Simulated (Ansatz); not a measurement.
# CH₆B₂: functionals against CCSD(T) at one geometry

An exercise on one series of results from a longer session: the logs are not shown, and one member is left open.

The runs use Ansatz 0.2.0, Gaussian basis; single points in def2-TZVPP.

Correlated methods freeze the cores.

**The system as given**

9 atoms, charge 0, spin multiplicity 1.

Atoms are counted from 1 here; the program's logs count them from 0.

Bond lengths: B1–C2 1.573 Å, B1–H4 1.187 Å, B1–H5 1.122 Å, C2–B3 1.503 Å, C2–H6 1.134 Å, C2–H7 1.131 Å, B3–H8 1.159 Å, B3–H9 1.178 Å. Angles: C2–B1–H4 118.1°, C2–B1–H5 120.0°, H4–B1–H5 121.8°, B1–C2–B3 107.4°, B1–C2–H6 109.0°, B1–C2–H7 111.5°, B3–C2–H6 112.8°, B3–C2–H7 111.9°, H6–C2–H7 104.3°, C2–B3–H8 121.2°, C2–B3–H9 122.1°, H8–B3–H9 116.7°.

Coordinates:

```
B    -0.4869    0.6717   -0.9850
C     0.5674   -0.1815   -0.1882
B    -0.0345   -0.5005    1.1521
H    -1.3032    0.0956   -1.6261
H    -0.4730    1.7910   -0.9131
H     1.5340    0.4066   -0.1072
H     0.8567   -1.1170   -0.7551
H     0.1237    0.1982    2.0630
H    -0.7011   -1.4560    1.3268
```

The first run:

run/in.yaml

```yaml
crystal:
  periodic: [false, false, false]
  atoms:
    - {symbol: B, position_ang: [-0.486900, 0.671700, -0.985000]}
    - {symbol: C, position_ang: [0.567400, -0.181500, -0.188200]}
    - {symbol: B, position_ang: [-0.034500, -0.500500, 1.152100]}
    - {symbol: H, position_ang: [-1.303200, 0.095600, -1.626100]}
    - {symbol: H, position_ang: [-0.473000, 1.791000, -0.913100]}
    - {symbol: H, position_ang: [1.534000, 0.406600, -0.107200]}
    - {symbol: H, position_ang: [0.856700, -1.117000, -0.755100]}
    - {symbol: H, position_ang: [0.123700, 0.198200, 2.063000]}
    - {symbol: H, position_ang: [-0.701100, -1.456000, 1.326800]}
basis:
  gaussian: {orbitals: def2-TZVPP}
correlation: {method: ccsd_t}
output: {forces: true}
```

The command line of these runs was not kept.

Steps of the session up to this table: CCSD(T)/def2-TZVPP; PBE0-D4/def2-TZVPP; wB97M-V/def2-TZVPP; r2SCAN-D4/def2-TZVPP; PBE-D4/def2-TZVPP; BHLYP-D4/def2-TZVPP; CAM-B3LYP-D4/def2-TZVPP.

One table of the session follows, with a row left open; its other results are not shown here.

```
      method  RMS force component (eV/Å)  angle to CCSD(T) forces (°)  dipole (D)
     CCSD(T)                       0.948                    reference        0.72
     PBE0-D4                       0.915                          6.8        0.78
     wB97M-V                       0.900                          4.1        0.77
   r2SCAN-D4                       0.899                          6.0        0.81
      PBE-D4                       0.890                         10.0        0.83
    BHLYP-D4                       0.925                          7.4        0.71
CAM-B3LYP-D4                           ?                            ?           ?
```

**Question.** Estimate the row for CAM-B3LYP-D4.

As computed: RMS force component (eV/Å): 0.894; angle to CCSD(T) forces (°): 6.1; dipole (D): 0.75. In the column «RMS force component (eV/Å)» it lies between PBE-D4 (0.890) and r2SCAN-D4 (0.899).
